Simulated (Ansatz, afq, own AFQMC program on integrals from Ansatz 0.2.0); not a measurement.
AlBH$_{2}$, singlet in aug-cc-pVDZ, levels against CCSDT(Q)

```xyz
4

B     0.0000    0.0000    1.3689
Al    0.0000    0.0000   -0.6894
H     0.0000    1.0776    1.8859
H     0.0000   -1.0776    1.8859
```

Connectivity, by distances: BH2–Al.

Basis aug-cc-pVDZ. Noble-gas cores (and the filled d shells of Ga–Kr and In–Xe) are frozen. Ansatz 0.2.0 and our own AFQMC program on the same integrals; the CISD trial comes from CCSD amplitudes, and released means the phaseless constraint is let go. Free projection: walkers drawn from exp(T), propagated without any constraint. Its projection time is finite, and what remains of the start isn't in its error. Error bars are statistical, one sigma.

Determinant: RHF, the one that the program's search chose, which needn't be the lowest solution. The geometry is a PBE0/def2-TZVP stationary point of this or a neighbouring charge and spin state.

No full CI on the walks' own integrals is used here; CCSDT(Q) serves as the reference and is uncertain by about the last step of the cluster series.

Cautions: another spin lies lower (by 23 meV); restricted determinant unstable towards unrestricted (UHF 382 meV lower, ⟨S²⟩ 0.87); the released energies are still falling, so no released level is given (meV from the phaseless value at times in 1/Eh: -5 ± 3 at 0.24, -6.9 ± 2.4 at 0.51, -9.3 ± 2.0 at 0.99, -13.0 ± 1.3 at 1.62, -18 ± 3 at 2.40), though the last usable value meets CCSDT(Q) within the noise.

The T1 diagnostic is 0.0132, the weight of the determinant in the CISD state is 0.866 and the size of the correlated space is 8 electrons in 62 orbitals.

Reference: CCSDT(Q), correlation energy -4.689 eV.

| level | E − E(reference) (kJ/mol) | share of correlation (%) |
| --- | --- | --- |
| HF | 452.4 | 0.00 |
| MP2 | 113.6 | 74.89 |
| CCSD | 14.2 | 96.86 |
| CCSD(T) | 3.3 | 99.27 |
| CCSDT | 0.6 | 99.86 |
| ph-AFQMC/HF | -3.1 ± 2.2 | 100.68 |
| ph-AFQMC/CISD | 1.8 ± 0.4 | 99.60 |
| free AFQMC | 0.4 ± 0.3 | 99.90 |

Free projections are given only where their last times agree within the noise and don't stop above the reference; a slow remainder of the start can still hide under it. A walk keeps the symmetry of its determinant, which the program's search chose and which needn't be the lowest solution, so a lower state of the same spin and another symmetry isn't excluded.
